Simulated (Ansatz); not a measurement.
# AlSiH₃ (triplet): wave-function methods side by side at distance Al1–H4 along a hydrogen transfer = 2.189 Å, cc-pVTZ

One table from this session's results is given with a row withheld; the runs are named, their logs left out.

The runs use Ansatz 0.2.0, Gaussian basis; cc-pVTZ, core rule «outside noble gas», up to 10 orbitals frozen.

Plan: UHF; CCSD(T) on ROHF; CCSD(T) on UHF; BCCD(T) on ROHF; CISD; CCSDT(Q) on ROHF; CCSDT(Q) on UHF; CASSCF and NEVPT2, 4 electrons in 4 orbitals.

5 further runs of the same task are left out: 5 for a known fault of the program.

**The system**

The geometry derives from fragments relaxed apart (PBE0/def2-TZVP) and kept rigid, so it is no stationary point. A hydrogen atom is moved between rigid fragments.

5 atoms, charge 0, spin multiplicity 3.

Atoms are counted from 1 here; the program's logs count them from 0.

Bond lengths: Al1–H2 1.586 Å, Al1–H3 1.586 Å, H4–Si5 1.681 Å. Angles: H2–Al1–H3 120.0°.

Set-up of the first run:

in.yaml

```yaml
crystal:
  periodic: [false, false, false]
  atoms:
    - {symbol: Al, position_ang: [-1.881515, 0.000000, 0.000000]}
    - {symbol: H, position_ang: [-2.674439, 1.373384, 0.000000]}
    - {symbol: H, position_ang: [-2.674439, -1.373384, 0.000000]}
    - {symbol: H, position_ang: [0.307485, 0.000000, 0.000000]}
    - {symbol: Si, position_ang: [1.988485, 0.000000, 0.000000]}
basis:
  gaussian: {orbitals: cc-pVTZ}
magnetization: {spin_polarized: true, initial_magnetization: 2}
hamiltonian: {xc: hf}
output: {orbitals: {seedname: orbitals}}
```

Launch:

```
$ ansatz run in.yaml --threads 1 --pin off --events-out ev --progress --plain --max-ram 4096MiB --backend cpu
```

Steps of the session up to this table: UHF; CCSD(T) on ROHF; CCSD(T) on UHF; BCCD(T) on ROHF; CISD; CCSDT(Q) on ROHF; CCSDT(Q) on UHF; CASSCF and NEVPT2, 4 electrons in 4 orbitals.

One table of the session follows, with a row left open; its other results are not shown here.

```
     method  from UCCSDT(Q) (kcal/mol)
       ROHF                    +139.21
        UHF                    +135.59
       RMP2                     +31.06
       UMP2                     +31.55
       CISD                     +17.61
      RCCSD                          ?
      UCCSD                      +6.21
   RCCSD(T)                      +1.51
   UCCSD(T)                      +1.50
    BCCD(T)                      +1.51
     RCCSDT                      +0.34
     UCCSDT                      +0.31
  RCCSDT(Q)                      +0.05
  UCCSDT(Q)                          0
CASSCF pair                    +127.78
NEVPT2 pair                     +32.25
```

Estimate the missing values for RCCSD.

**Answer.** from UCCSDT(Q) (kcal/mol): +6.36. In the column «from UCCSDT(Q) (kcal/mol)» it lies between UCCSD (+6.21) and CISD (+17.61).

Limits of these values: Restricted and unrestricted rows rest on different reference determinants; where their highest levels disagree by more than a few hundredths of an eV, they describe different states and don't form one ladder.
